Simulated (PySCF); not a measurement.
Ligands exchanged one at a time, B F-NH2. Isolated molecules, 0 K electronic values unless said otherwise. Strings in code marks are SMILES.

The numbers are results of PBE-D3(BJ)/def2-TZVP // B3LYP-D3(BJ)/def2-TZVP (PySCF), not measurements. All candidates: neutral, multiplicity 1. Excitations are Tamm–Dancoff values on a coarser integration grid. The basis has no diffuse functions, so Rydberg states are missing or too high.

```yaml
HOMO–LUMO gap: 5.17 eV
S1 excitation (TDA): 5.24 eV
HOMO: -5.08 eV
```

**Question.** Which member has these values?
(A) `NB(N)N`
(B) `NB(N)F`
(C) `FB(F)F`
(D) `NB(F)F`

**Answer.** A, `NB(N)N`. The others give `NB(F)F`: 6.98 eV, 7.15 eV, -7.12 eV; `FB(F)F`: 9.61 eV, 9.70 eV, -10.00 eV; `NB(N)F`: 5.69 eV, 5.79 eV, -5.69 eV
